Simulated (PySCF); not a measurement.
Molecule: SMILES CP(C)C, C3H9P.

Geometry (Å), atoms numbered from 1 in this order:
```xyz
13

C    -0.4996    1.5176    0.3906
P    -0.1545   -0.2029    0.9776
C     1.5629   -0.4045    0.3192
C    -1.0833   -1.1493   -0.3130
H    -0.2742    1.6532   -0.6804
H     0.1022    2.2321    0.9729
H    -1.5596    1.7588    0.5634
H     1.6397   -0.1464   -0.7503
H     1.8887   -1.4469    0.4569
H     2.2525    0.2364    0.8895
H    -0.8233   -0.8344   -1.3377
H    -0.8698   -2.2238   -0.2069
H    -2.1648   -1.0095   -0.1626
```

Geometry PBE0-D3(BJ)/def2-SVP throughout; GIAO in PySCF 2.14.0 with density-fitted response routines, gas phase, one conformer, non-relativistic; equivalent atoms averaged; functional PBE0.

Task: How do the absolute shieldings σ depend on the basis set? (ppm; last column core-seconds on 1 thread of an Arm Neoverse V2, shared host)

Result: 
```csv
basis set,functions,C1/C3/C4,P2,H5/H6/H7/H8/H9/H10/H11/H12/H13,core-s
STO-3G,33,219.4,582.1,32.24,1.8
6-31G,58,182.0,492.4,31.62,3.3
6-31G*,78,177.1,452.8,31.04,4.1
def2-SVP,105,176.2,462.7,30.59,5.2
"6-311+G(2d,p)",170,167.4,381.8,30.60,10
def2-TZVP,184,167.6,364.5,30.62,12
```

Task: Which nucleus moves most, in ppm?

Result: P2 (phosphorus bonded to 3 C): from 364.5 ppm with def2-TZVP to 582.1 ppm with STO-3G. The smallest spread is 1.65 ppm, at H5/H6/H7/H8/H9/H10/H11/H12/H13. Proton shifts span only some 12 ppm, so a few tenths of a ppm matter as much there as several ppm in carbon.

Task: Taking the largest basis, def2-TZVP (184 functions), as the yardstick, rank the others by their worst heavy-atom deviation.

Result: 6-311+G(2d,p) 17.3 ppm (170 functions), 6-31G* 88.3 ppm (78 functions), def2-SVP 98.2 ppm (105 functions), 6-31G 127.9 ppm (58 functions), STO-3G 217.6 ppm (33 functions).

A small basis that lands close on one nucleus may do so by chance; judge by the trend and by all nuclei.
